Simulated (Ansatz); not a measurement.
Results of LDA in Ansatz (plane waves, PAW) for hcp Be.

Numerical settings: plane-wave cutoff 520 eV, 16×16×10 k mesh (along the axes of the cell as run), Fermi–Dirac smearing 0.1 eV, perturbation theory, force constants from a 4×4×2 q mesh, scalar-relativistic PAW data made under PBE.

Computed at the level's own relaxed cell.

```cif
data_Be2
_chemical_formula_sum 'Be2'
_space_group_name_H-M_alt 'P 1'
_space_group_IT_number 1
_cell_length_a 2.22817
_cell_length_b 2.22817
_cell_length_c 3.51149
_cell_angle_alpha 90.000
_cell_angle_beta 90.000
_cell_angle_gamma 120.000
loop_
_space_group_symop_operation_xyz
  'x, y, z'
loop_
_atom_site_label
_atom_site_type_symbol
_atom_site_fract_x
_atom_site_fract_y
_atom_site_fract_z
_atom_site_occupancy
Be1 Be 0.66667 0.33333 0.75000 1
Be2 Be 0.33333 0.66667 0.25000 1
```

Harmonic phonon frequencies (cm⁻¹; i marks an imaginary mode):

```csv
q point,frequencies
Γ,0 0 0 487 487 714
A,373 373 373 373 523 523
```

No imaginary mode appears at these points.

Ansatz is a quantum-chemistry and plane-wave program.
